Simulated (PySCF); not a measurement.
## Multinuclear NMR of C3H5N3

Geometry:
```csv
atom,x (Å),y (Å),z (Å)
C1,-1.685,-0.104,-0.637
N2,-0.333,-0.025,-0.148
N3,0.347,-1.094,0.205
C4,1.509,-0.605,0.623
C5,1.470,0.783,0.500
N6,0.284,1.125,0.008
H7,-2.379,0.284,0.110
H8,-1.901,-1.150,-0.834
H9,-1.775,0.481,-1.551
H10,2.292,-1.256,0.976
H11,2.214,1.529,0.728
```

PySCF 2.14.0 with density-fitted response routines calculation with structure optimised with PBE0-D3(BJ)/def2-TZVP and B97-2/pcSseg-2 with gauge-including orbitals; one conformer, averaged over atoms made equivalent by symmetry, fast rotation or ring inversion, non-relativistic, no solvent model.

Task: What are the ¹⁵N shifts?

Result: 
```
atoms                         environment  σ (ppm)  δ (ppm)
N3/N6  pyridine-type nitrogen of an azole    -99.3    -58.3
   N2          pyrrole-type ring nitrogen    -11.3   -139.4
```

Shieldings were converted by a linear fit to measured shifts: ¹⁵N: δ = -149.73 − 0.920σ (rms 6.4 ppm, 44 shifts vs CH3NO2, solution or neat liquid). Occasional misses reach two or three times the rms, and more in compound classes unlike the fitted ones.

On a 500 MHz spectrometer ¹⁵N resonates near 50.7 MHz, so 1 ppm is 50.7 Hz.
